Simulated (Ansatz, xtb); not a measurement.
Redistribution: C3H8 + CH2N2 → C3H9N + HCN

Species: C3H8 (propane) `CCC`, singlet; CH2N2 `N#CN`, singlet; C3H9N (isopropylamine) `CC(C)N`, singlet; HCN (hydrogen cyanide) `C#N`, singlet. The partners trade H for NH2; both sit on C, so the bond types are kept.

Shapes, held fixed at every level: PBE0-D4/def2-TZVP. Flexible molecules stand in one conformer, not always the lowest. Programs: Ansatz 0.2.0, xtb 6.7.1, xtb 6.7.1 later snapshot. The zero-point and thermal change to 298 K, harmonic and unscaled (PBE0-D4/def2-TZVP), is -1.0 kJ/mol.

```
               level                    kind  ΔH(298 K) (kJ/mol)  less CCSD(T)/CBS estimate  CPU time (sum over the molecules)
            GFN2-xTB          semi-empirical               +84.9                      +73.6                             0.21 s
  PBE0-D4/def2-TZVPP           global hybrid               +33.7                      +22.4                               17 s
  wB97M-V/def2-TZVPP  range-separated hybrid               +20.9                       +9.6                               71 s
  wB97X-V/def2-TZVPP  range-separated hybrid               +23.7                      +12.4                               51 s
   B2PLYP/def2-TZVPP           double hybrid               +25.5                      +14.2                               32 s
    CCSD(T)/def2-SVP   coupled cluster or CI               +17.6                       +6.3                               20 s
  CCSD(T)/def2-TZVPP   coupled cluster or CI               +13.2                       +1.9                            8.7 min
     CCSD/def2-TZVPP   coupled cluster or CI               +14.6                       +3.3                                  –
CCSD(T)/CBS estimate   coupled cluster or CI               +11.3                        0.0                             12 min
```

The highest level, CCSD(T)/CBS estimate, gives ΔH(298 K) = +11.3 kJ/mol; the levels span +11.3 to +84.9. GFN2-xTB strays far from the other rows. The column of differences is taken from that level and isn't an error. No measured value is set beside it here. The CBS estimate extrapolates MP2 from def2-TZVPP and def2-QZVPP and adds CCSD(T) − MP2 in the triple-zeta set, cores frozen. Times are processor times on shared x86 and Arm servers, and rough.
